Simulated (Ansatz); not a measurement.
Bulk modulus B0 (GPa) along a series of related solids, from LDA (PAW; Ansatz, a first-principles code); B3LYP (VWN-RPA form) (Ansatz, PAW).

```json
[
 {"solid": "zinc-blende BP", "LDA": "176", "B3LYP (VWN-RPA form)": "162", "measured": "176 (168–176)"},
 {"solid": "zinc-blende AlP", "LDA": "90.0", "B3LYP (VWN-RPA form)": "84.3", "measured": "–"},
 {"solid": "zinc-blende GaP", "LDA": "90.0", "B3LYP (VWN-RPA form)": "77.6", "measured": "89.6"},
 {"solid": "zinc-blende InP", "LDA": "71.2", "B3LYP (VWN-RPA form)": "60.4", "measured": "72"}
]
```

B3LYP (VWN-RPA form) less measured, from the printed values: zinc-blende BP -8.0 %, zinc-blende GaP -13.4 %, zinc-blende InP -16.1 %.

A member of the series is missing where a level wasn't run or failed, where a doubt is noted on the run or the magnetic state, for phases of high temperature or layered ones, and where values are held back for tests.

Spin–orbit coupling is left out, also for the solids with elements from indium on (zinc-blende InP); its size isn't shown.

Each level is taken at its own relaxed cell. Ansatz's density-functional and Hartree–Fock values are scalar-relativistic unless marked +SOC, with PAW data made under PBE.

Measured values are for low temperature or corrected to a static lattice. References as tabulated in Mejia-Rodriguez and Trickey (2018), arXiv:1807.09216; Goldzak et al. (2022), arXiv:2208.04865.

Brackets give the range of the sources taken for a reference, where it is wide; it can hold other temperatures.
